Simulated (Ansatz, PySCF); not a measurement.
Barrier height from H + HO to the transition structure H2O, without zero-point energy, on the benchmark's geometries as Psi4's copy of the set gives them.
Transition structure (charge 0, multiplicity 3):
```
atom   x (Å)   y (Å)    z (Å)
----  ------  ------  -------
H     0.0000  0.0000  -0.8603
O     0.0000  0.0000   0.3290
H     0.0000  0.0000  -1.7719
```
Reactant (charge 0, multiplicity 2):
```xyz
2

O      0.0000     0.0000     0.0000
H      0.9689     0.0000     0.0000
```

Open shells are unrestricted; no spin–orbit coupling.

Frozen-core correlation. CBS(a, b) extrapolates the correlation energy as X⁻³ and adds the Hartree–Fock energy of set b.

Codes used: Ansatz (Gaussian basis) for Hartree–Fock, density functionals and correlated methods; PySCF for M06-2X. Each number belongs to the level named beside it.

Question: Estimate the barrier height that M06-2X/def2-TZVPPD returns for this input.

Answer: 41 kJ/mol

Question: Give the barrier height at the level MP2/cc-pVDZ.

Answer: 64 kJ/mol

Question: What barrier height does CCSD(T)/CBS(aug-cc-pVTZ, aug-cc-pVQZ) give?

Answer: 45 kJ/mol

Ansatz is an electronic-structure program.
